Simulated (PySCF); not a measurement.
## Basis-set dependence of population analyses: BClH3P

Compound: BClH3P.
Cartesian coordinates in Å at the PBE0-D3(BJ)/def2-SVP level; atoms count from 1:
```xyz
6
BClH3P angstrom
P     -0.4849   -0.3279   -1.0320
B      1.2992    0.0820   -0.5638
Cl     2.4957   -1.1762   -0.3491
H     -0.7254   -1.4618   -0.2098
H     -1.1546    0.6533   -0.2510
H      1.6793    1.2255   -0.5393
```

PBE0 throughout (PySCF), one geometry, spherical d and f functions. Isolated species at its PBE0-D3(BJ)/def2-SVP geometry (one conformer only). Atoms taken as equivalent share a column and are averaged.

Mulliken charges (e):

```csv
basis,functions,P1,B2,Cl3,H4/H5,H6
STO-3G,26,+0.247,+0.061,-0.189,-0.048,-0.024
6-31G,41,+0.059,-0.108,-0.078,+0.035,+0.057
pcSseg-0,41,-0.231,+0.058,-0.187,+0.119,+0.123
6-31G*,56,-0.065,-0.022,-0.101,+0.064,+0.060
cc-pVDZ,65,-0.039,-0.002,-0.073,+0.046,+0.023
def2-SVP,65,-0.014,+0.009,-0.065,+0.027,+0.016
aug-cc-pVDZ,104,-0.816,-0.325,-0.203,+0.383,+0.577
"6-311+G(2d,p)",115,-0.086,+0.060,-0.161,+0.077,+0.032
def2-TZVP,123,-0.175,+0.076,-0.118,+0.090,+0.037
cc-pVTZ,140,-0.061,+0.020,-0.081,+0.049,+0.024
IGLO-III,153,+0.186,+0.059,-0.079,-0.056,-0.054
pcSseg-3,323,+0.007,+0.130,-0.167,+0.027,-0.024
```

IAO charges (e):

```json
{"basis": "STO-3G", "functions": "26", "P1": "+0.228", "B2": "-0.153", "Cl3": "-0.043", "H4/H5": "-0.024", "H6": "+0.016"}
{"basis": "6-31G", "functions": "41", "P1": "+0.062", "B2": "-0.128", "Cl3": "-0.040", "H4/H5": "+0.033", "H6": "+0.040"}
{"basis": "pcSseg-0", "functions": "41", "P1": "+0.044", "B2": "-0.135", "Cl3": "-0.034", "H4/H5": "+0.043", "H6": "+0.039"}
{"basis": "6-31G*", "functions": "56", "P1": "+0.109", "B2": "-0.105", "Cl3": "-0.048", "H4/H5": "+0.008", "H6": "+0.028"}
{"basis": "cc-pVDZ", "functions": "65", "P1": "+0.100", "B2": "-0.109", "Cl3": "-0.045", "H4/H5": "+0.012", "H6": "+0.030"}
{"basis": "def2-SVP", "functions": "65", "P1": "+0.109", "B2": "-0.111", "Cl3": "-0.037", "H4/H5": "+0.007", "H6": "+0.024"}
{"basis": "aug-cc-pVDZ", "functions": "104", "P1": "+0.093", "B2": "-0.105", "Cl3": "-0.050", "H4/H5": "+0.016", "H6": "+0.031"}
{"basis": "6-311+G(2d,p)", "functions": "115", "P1": "+0.113", "B2": "-0.115", "Cl3": "-0.046", "H4/H5": "+0.008", "H6": "+0.031"}
{"basis": "def2-TZVP", "functions": "123", "P1": "+0.114", "B2": "-0.113", "Cl3": "-0.046", "H4/H5": "+0.007", "H6": "+0.030"}
{"basis": "cc-pVTZ", "functions": "140", "P1": "+0.104", "B2": "-0.109", "Cl3": "-0.048", "H4/H5": "+0.011", "H6": "+0.030"}
{"basis": "IGLO-III", "functions": "153", "P1": "+0.116", "B2": "-0.118", "Cl3": "-0.042", "H4/H5": "+0.007", "H6": "+0.030"}
{"basis": "pcSseg-3", "functions": "323", "P1": "+0.114", "B2": "-0.113", "Cl3": "-0.046", "H4/H5": "+0.007", "H6": "+0.031"}
```

Hirshfeld charges (e):

```tsv
basis	functions	P1	B2	Cl3	H4/H5	H6
STO-3G	26	+0.127	+0.143	-0.171	-0.017	-0.066
6-31G	41	+0.011	+0.081	-0.070	+0.012	-0.044
pcSseg-0	41	+0.027	+0.068	-0.056	+0.009	-0.057
6-31G*	56	+0.006	+0.096	-0.076	+0.009	-0.044
cc-pVDZ	65	+0.025	+0.080	-0.059	+0.003	-0.052
def2-SVP	65	+0.026	+0.074	-0.046	+0.002	-0.058
aug-cc-pVDZ	104	+0.022	+0.082	-0.059	+0.002	-0.050
6-311+G(2d,p)	115	+0.027	+0.078	-0.058	+0.001	-0.050
def2-TZVP	123	+0.021	+0.082	-0.059	+0.003	-0.050
cc-pVTZ	140	+0.022	+0.083	-0.059	+0.003	-0.050
IGLO-III	153	+0.025	+0.076	-0.051	+0.002	-0.054
pcSseg-3	323	+0.023	+0.082	-0.057	+0.001	-0.050
```

ESP-fitted charges (e):

```
        basis  functions      P1      B2     Cl3   H4/H5      H6
       STO-3G         26  -0.167  +0.359  -0.237  +0.079  -0.114
        6-31G         41  -0.334  +0.259  -0.166  +0.141  -0.040
     pcSseg-0         41  -0.406  +0.352  -0.190  +0.159  -0.073
       6-31G*         56  -0.244  +0.162  -0.113  +0.108  -0.022
      cc-pVDZ         65  -0.198  +0.115  -0.089  +0.094  -0.015
     def2-SVP         65  -0.223  +0.136  -0.082  +0.099  -0.029
  aug-cc-pVDZ        104  -0.180  +0.123  -0.099  +0.085  -0.015
6-311+G(2d,p)        115  -0.173  +0.086  -0.084  +0.088  -0.005
    def2-TZVP        123  -0.177  +0.104  -0.086  +0.085  -0.013
      cc-pVTZ        140  -0.177  +0.111  -0.089  +0.085  -0.015
     IGLO-III        153  -0.162  +0.083  -0.076  +0.082  -0.009
     pcSseg-3        323  -0.169  +0.111  -0.091  +0.082  -0.013
```

Problem. Which scheme is steadiest as the basis changes?

Solution. Largest range over the bases for any column: Hirshfeld 0.12 e, IAO 0.18 e, ESP-fitted 0.28 e, Mulliken 1.06 e. Hirshfeld charges move least and Mulliken charges most, counted in e. Without the minimal STO-3G basis the ranges are Hirshfeld 0.03, IAO 0.07, ESP-fitted 0.27, Mulliken 1.00 e.

Problem. How much do the charges still move between the two largest bases, IGLO-III and pcSseg-3?

Solution. At most, over all atoms: Mulliken 0.178 e, IAO 0.005 e, Hirshfeld 0.006 e, ESP-fitted 0.028 e.

Problem. What do the same runs give for the total energy, the frontier levels and the dipole moment?

Solution. 
| basis | energy (Eh) | HOMO (eV) | LUMO (eV) | μ (D) |
| --- | --- | --- | --- | --- |
| STO-3G | -818.7591 | -5.08 | 1.24 | 1.98 |
| 6-31G | -827.8149 | -7.61 | -1.71 | 1.65 |
| pcSseg-0 | -826.9147 | -7.78 | -1.92 | 1.76 |
| 6-31G* | -827.8692 | -7.57 | -1.64 | 1.24 |
| cc-pVDZ | -827.9178 | -7.55 | -1.65 | 1.08 |
| def2-SVP | -827.6423 | -7.53 | -1.63 | 1.02 |
| aug-cc-pVDZ | -827.9228 | -7.65 | -1.81 | 1.08 |
| 6-311+G(2d,p) | -827.9407 | -7.66 | -1.85 | 1.08 |
| def2-TZVP | -827.9443 | -7.63 | -1.80 | 1.02 |
| cc-pVTZ | -827.9544 | -7.63 | -1.78 | 1.02 |
| IGLO-III | -827.9404 | -7.58 | -1.73 | 0.99 |
| pcSseg-3 | -827.9719 | -7.65 | -1.86 | 1.03 |

The dipole is fixed by the density alone, so its range of 0.99 D shows that the density itself changes with the basis, not only its division among atoms.
